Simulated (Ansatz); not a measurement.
**C4H11P (tert-butylphosphine) at HF/STO-3G**

Aim: the energy change on altering one bond length of C4H11P (tert-butylphosphine) at HF/STO-3G, from 2 runs. 

The calculation is run with Ansatz 0.2.0.

54 further runs of the same task are left out: 54 set aside as unsound or not needed.

### 1 The system as given

C4H11P: 16 atoms, total charge 0, spin state singlet. As SMILES, `CC(C)(C)P`. The coordinates come from a PBE0-D4/def2-TZVP relaxation. This is one conformer, not always the lowest.

Bond lengths: C1–C2 1.523 Å, C2–C3 1.527 Å, C2–C4 1.527 Å, C2–P5 1.872 Å, C1–H6 1.092 Å, C1–H7 1.096 Å, C1–H8 1.092 Å, C3–H9 1.093 Å, C3–H10 1.093 Å, C3–H11 1.095 Å, C4–H12 1.093 Å, C4–H13 1.093 Å, C4–H14 1.095 Å, P5–H15 1.422 Å, P5–H16 1.422 Å. Some angles: C1–C2–C3 110.1°, C1–C2–C4 110.0°, C1–C2–P5 112.6°, C3–C2–C4 109.8°, C3–C2–P5 107.1°, C4–C2–P5 107.1°, C2–C1–H6 111.4°, C2–C1–H7 110.3°, C2–C1–H8 111.4°, C2–C3–H9 111.6°.

### 2 A single-point energy at HF/STO-3G

molecule.yaml reads:

```yaml
crystal:
  periodic: [false, false, false]
  atoms:
    - {symbol: C, position_ang: [-0.741780, 0.582300, -1.051100]}
    - {symbol: C, position_ang: [0.035910, -0.030370, 0.105610]}
    - {symbol: C, position_ang: [1.479480, 0.466250, 0.087120]}
    - {symbol: C, position_ang: [0.012170, -1.553500, 0.003740]}
    - {symbol: P, position_ang: [-0.680560, 0.421300, 1.774860]}
    - {symbol: H, position_ang: [-0.742250, 1.673450, -0.997130]}
    - {symbol: H, position_ang: [-0.290390, 0.293200, -2.007510]}
    - {symbol: H, position_ang: [-1.780850, 0.244920, -1.055490]}
    - {symbol: H, position_ang: [2.060940, 0.041070, 0.909040]}
    - {symbol: H, position_ang: [1.529020, 1.555730, 0.165270]}
    - {symbol: H, position_ang: [1.962690, 0.177600, -0.852030]}
    - {symbol: H, position_ang: [-1.010560, -1.939840, 0.019660]}
    - {symbol: H, position_ang: [0.562950, -2.019500, 0.824670]}
    - {symbol: H, position_ang: [0.474130, -1.873090, -0.936090]}
    - {symbol: H, position_ang: [-0.829160, 1.815640, 1.538880]}
    - {symbol: H, position_ang: [-2.041750, 0.144830, 1.470480]}
basis:
  gaussian: {orbitals: STO-3G}
hamiltonian: {xc: hf}
accuracy: high
output: {orbitals: {seedname: orbitals}}
```

Run with:

```
$ ansatz run molecule.yaml --threads 1 --pin off --max-ram 3480MiB --events-out events.jsonl --progress --plain --runs-dir runs
```

The log of the run:

```text
Warning: RAYON_NUM_THREADS=1 ignored (pool sized by the plan → 1); use --threads N
Functional definition: HF
  name "HF"
  exchange = exact_x
  correlation = 0
909 factors; integrals over basis functions are off by at most 3.0e-9 eV
mean field evaluation 1: about -13412.8212 eV, gradient 1.4e1 eV
mean field evaluation 2: about -13413.1498 eV, gradient 1.4e1 eV
mean field evaluation 4: about -13413.9821 eV, gradient 1.1e0 eV
mean field evaluation 8: about -13413.9861 eV, gradient 8.4e-7 eV
mean field -13413.98608748 eV, -492.9548963885 hartree, gradient 6.6e-8 eV, S^2 0.000000; 0 other end points of the search recorded, 0 dependent functions left out
reference -13413.98608748 eV, -492.9548963885 hartree; 25, 25 occupied and 15, 15 virtual orbitals, 909 factors
Total energy: -13413.98608748 eV, -492.9548963885 hartree
```

It took 0.74 s on 1 thread of Arm Neoverse V1, shared host; peak memory 0.091 GiB.

### 3 The distorted shape, same level

job.yaml reads:

```yaml
crystal:
  periodic: [false, false, false]
  atoms:
    - {symbol: C, position_ang: [0.089511, 0.852216, -1.047588]}
    - {symbol: C, position_ang: [0.867201, 0.239546, 0.109122]}
    - {symbol: C, position_ang: [2.310771, 0.736166, 0.090632]}
    - {symbol: C, position_ang: [0.843461, -1.283584, 0.007252]}
    - {symbol: P, position_ang: [0.150731, 0.691216, 1.778372]}
    - {symbol: H, position_ang: [0.089041, 1.943366, -0.993618]}
    - {symbol: H, position_ang: [0.540901, 0.563116, -2.003998]}
    - {symbol: H, position_ang: [-1.780850, 0.244920, -1.055490]}
    - {symbol: H, position_ang: [2.892231, 0.310986, 0.912552]}
    - {symbol: H, position_ang: [2.360311, 1.825646, 0.168782]}
    - {symbol: H, position_ang: [2.793981, 0.447516, -0.848518]}
    - {symbol: H, position_ang: [-0.179269, -1.669924, 0.023172]}
    - {symbol: H, position_ang: [1.394241, -1.749584, 0.828182]}
    - {symbol: H, position_ang: [1.305421, -1.603174, -0.932578]}
    - {symbol: H, position_ang: [0.002131, 2.085556, 1.542392]}
    - {symbol: H, position_ang: [-1.210459, 0.414746, 1.473992]}
basis:
  gaussian:
    orbitals: STO-3G
hamiltonian:
  xc: hf
accuracy: high
output:
  orbitals: {seedname: orbitals}
```

Run with:

```
$ ansatz run job.yaml --threads 1 --pin off --max-ram 3480MiB --events-out events.jsonl --progress --plain --runs-dir runs
```

The log of the run:

```text
Warning: RAYON_NUM_THREADS=1 ignored (pool sized by the plan → 1); use --threads N
Functional definition: HF
  name "HF"
  exchange = exact_x
  correlation = 0
909 factors; integrals over basis functions are off by at most 4.6e-9 eV
mean field evaluation 1: about -13406.1121 eV, gradient 1.8e1 eV
mean field evaluation 2: about -13406.4148 eV, gradient 1.8e1 eV
mean field evaluation 4: about -13407.9743 eV, gradient 2.0e0 eV
mean field evaluation 8: about -13407.9923 eV, gradient 1.9e-5 eV
mean field -13407.99232676 eV, -492.7346297448 hartree, gradient 6.9e-9 eV, S^2 0.000000; 0 other end points of the search recorded, 0 dependent functions left out
reference -13407.99232676 eV, -492.7346297448 hartree; 25, 25 occupied and 15, 15 virtual orbitals, 909 factors
Total energy: -13407.99232676 eV, -492.7346297448 hartree
```

Run time: 0.73 s. Hardware: 1 thread of Arm Neoverse V1, shared host; peak memory 0.091 GiB.

### 4 Outcome

Level: HF/STO-3G.

| quantity | value |
| --- | --- |
| first shape: total energy | -492.95490 Eh |
| first shape: HOMO energy | -7.46 eV |
| first shape: LUMO energy | 12.31 eV |
| first shape: HOMO–LUMO gap | 19.76 eV |
| distorted shape: total energy | -492.73463 Eh |
| distorted shape: HOMO energy | -7.38 eV |
| distorted shape: LUMO energy | 5.89 eV |
| distorted shape: HOMO–LUMO gap | 13.27 eV |
| energy change with the C1–H8 bond stretched from 1.092 to 1.966 Å | 5.994 eV |

In words: With the C1–H8 bond stretched from 1.092 to 1.966 Å the energy rises by 5.99 eV (138 kcal/mol). The first shape isn't relaxed at this level, so the change isn't measured from a minimum. A restricted reference can't describe the breaking bond well at this length. The minimal basis adds a large error of its own.
